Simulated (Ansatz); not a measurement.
in.yaml

```yaml
crystal:
  periodic: [false, false, false]
  atoms:
    - {symbol: O, position_ang: [0.000000, 0.000000, 0.000000]}
    - {symbol: O, position_ang: [0.000000, 0.000000, 1.925000]}
basis:
  gaussian: {orbitals: 6-31G}
correlation: {method: sc_nevpt2, electrons: outside_noble_gas, active_space: {window: {electrons: 12, orbitals: 8}, shells: [{species: O, l: s, shell: 2}, {species: O, l: p, shell: 2}]}}
```

```sh
$ ansatz run in.yaml --threads 1 --pin off --events-out ev --progress --plain --max-ram 2393MiB
```

Output:

```
267 factors; integrals over basis functions are off by at most 2.6e-8 eV
mean field evaluation 1: about -4059.6239 eV, gradient 1.1e1 eV
mean field evaluation 2: about -4059.6254 eV, gradient 1.1e1 eV
mean field evaluation 4: about -4060.0456 eV, gradient 1.2e0 eV
mean field evaluation 8: about -4060.0431 eV, gradient 9.8e-4 eV
mean field evaluation 16: about -4060.0431 eV, gradient 4.2e-7 eV
mean field evaluation 32: about -4063.3433 eV, gradient 1.6e-6 eV
mean field evaluation 64: about -4060.2432 eV, gradient 1.2e1 eV
mean field evaluation 96: about -4063.2130 eV, gradient 1.3e-2 eV
mean field evaluation 128: about -4063.2361 eV, gradient 1.2e0 eV
mean field evaluation 160: about -4062.1473 eV, gradient 4.7e-1 eV
mean field -4063.34330562 eV, -149.3251122485 hartree, gradient 7.8e-7 eV, S^2 0.000000; 15 other end points of the search recorded, 0 dependent functions left out; unrestricted orbitals would lower it
reference -4063.34330562 eV, -149.3251122485 hartree; 8, 8 occupied and 10, 10 virtual orbitals, 267 factors
state -4069.88162641 eV, -149.5653911057 hartree
state -4069.88162641 eV, -149.5653911057 hartree; corrected -4072.45986026 eV, -149.6601394520 hartree
Total energy: -4072.45986026 eV, -149.6601394520 hartree
Checks for a lower state left out: starts, orbital_swaps
```

Ran on 1 thread of Arm Neoverse V2, shared host: 0.33 s wall, 0.16 GiB peak host memory.
